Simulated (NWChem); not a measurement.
# UCCSD/def2-SVP (frozen virtual 0) run of AlNH3 (SMILES [NH2][AlH])

What is the vertical ionisation energy of AlNH3 at UCCSD/def2-SVP (frozen virtual 0)? 

Program for the calculation: NWChem 7.3.0.

## (1) The molecule

AlNH3 has 5 atoms, charge 0, and is taken as a doublet. As SMILES, `[NH2][AlH]`. The coordinates come from a PBE0-D4/def2-TZVP relaxation. This is one conformer, not always the lowest.

Bond lengths: N1–Al2 1.774 Å, N1–H3 1.007 Å, N1–H4 1.009 Å, Al2–H5 1.604 Å. Angles: N1–Al2–H5 115.7°, Al2–N1–H3 125.4°, Al2–N1–H4 124.3°, H3–N1–H4 110.2°.

## (2) The energy at UCCSD/def2-SVP (frozen virtual 0)

run.nw reads:

```
start run
title "AlH3N"
memory 2200 mb
charge 0

geometry units angstrom noautosym nocenter noautoz
N       -0.116600      -0.660800       0.175100
Al       0.836600       0.833900       0.120800
H        0.148500      -1.505300       0.655500
H       -1.010300      -0.782800      -0.277400
H        0.191800       2.041400      -0.715400
end

basis spherical bse
* library def2-SVP
end

scf
doublet
uhf
thresh 1e-08
maxiter 80
noprint "final vectors analysis"
end

tce
scf
ccsd
freeze core 6
maxiter 60
end

task tce energy
```

The run is started by

```bash
$ nwchem run.nw > run.out
```

The log of the run:

```text
[...]
  functions       =    47
[...]
  wavefunction    = UHF
[...]
         Total SCF energy =   -297.987350364930
      One electron energy =   -504.982303521341
      Two electron energy =    160.759857773384
 Nuclear repulsion energy =     46.235095383026
                       Sz =      0.5000
                 Sz(Sz+1) =      0.7500
                      S^2 =      0.7542
[...]
         Wavefunction type : Unrestricted Hartree-Fock
          No. of electrons :    23
[...]
         Spin multiplicity : doublet
[...]
 CCSD total energy / hartree       =      -298.233617902407786
[...]
```

Wall time 5.4 s (1 thread of AMD EPYC 7R13 (Zen 3), shared host); peak memory 0.21 GiB.

## (3) The singlet cation

mymol.nw reads:

```
START mymol
memory 2200 mb
charge 1

GEOMETRY noautosym nocenter noautoz
   N     -0.116600    -0.660800     0.175100
   Al     0.836600     0.833900     0.120800
   H      0.148500    -1.505300     0.655500
   H     -1.010300    -0.782800    -0.277400
   H      0.191800     2.041400    -0.715400
END

BASIS spherical bse
   * library def2-SVP
END

SCF
   thresh 1e-08
   maxiter 80
   noprint "final vectors analysis"
END

CCSD
   freeze core 6
   maxiter 60
END

TASK ccsd
```

The run is started by

```bash
$ nwchem mymol.nw > mymol.out
```

The log of the run:

```text
[...]
  functions       =    47
[...]
  wavefunction    = RHF
[...]
         Total SCF energy =   -297.710930504929
      One-electron energy =   -498.874893651135
      Two-electron energy =    154.928867763180
 Nuclear repulsion energy =     46.235095383026
        Time for solution =      1.5s
[...]
 Total MP2 energy:           -297.936141144776059
[...]
             energy      energy      error      ampl     ampl      Block
                                                time     time      time
[...]
 Total CCSD energy:           -297.957270785124138
[...]
```

Wall time 8.7 s (1 thread of AMD EPYC 7R13 (Zen 3), shared host); peak memory 0.1 GiB.

## (4) Summary of results

At UCCSD/def2-SVP (frozen virtual 0), 6 core orbitals frozen:

| quantity | value |
| --- | --- |
| doublet AlNH3: total energy | -298.23362 Eh |
| doublet AlNH3: correlation energy (6 core orbitals frozen) | -246.3 mEh |
| doublet AlNH3: ⟨S²⟩ of the reference determinant | 0.754 |
| singlet cation: total energy | -297.95727 Eh |
| singlet cation: correlation energy (6 core orbitals frozen) | -246.3 mEh |
| vertical ionisation energy (to the singlet cation) | 7.520 eV |

What this shows: The vertical ionisation energy comes to 7.52 eV (173 kcal/mol). Only the singlet of the ionised species was computed; a triplet could lie lower. Mulliken charges (singlet cation) run from -0.55 on N1 to +1.16 on Al2; they depend strongly on the basis.
